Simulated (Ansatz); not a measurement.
Cartesian coordinates in Å:
```
C 0.7165 0.2783 -0.1830
C -0.6634 -0.2334 0.1776
O -0.9331 -1.5135 -0.1792
H 0.8449 1.3136 0.1431
H 0.8688 0.2361 -1.2632
H 1.4862 -0.3312 0.2943
H -1.4616 0.4018 -0.2550
H -0.8584 -0.1517 1.2654
```

Total charge 0; spin multiplicity 2.

List the CAM-B3LYP/def2-TZVPP orbital energies in eV (the Gaussian-basis code of Ansatz). (Estimate.)

The calculation gave: α occupied: -523.62, -280.43, -278.68, -30.38, -22.65, -18.96, -15.66, -14.64, -13.57, -12.66, -12.35, -10.55, -9.70. α empty: 2.09, 3.06, 3.59, 3.94, 4.51, 4.53, 5.72, 6.36. β occupied: -522.98, -280.45, -278.68, -28.99, -22.41, -18.58, -14.69, -14.33, -13.30, -12.18, -11.87, -9.15. β empty: -2.28, 2.11, 3.09, 3.67, 3.95, 4.66, 4.67, 5.74. ⟨S²⟩ = 0.754.
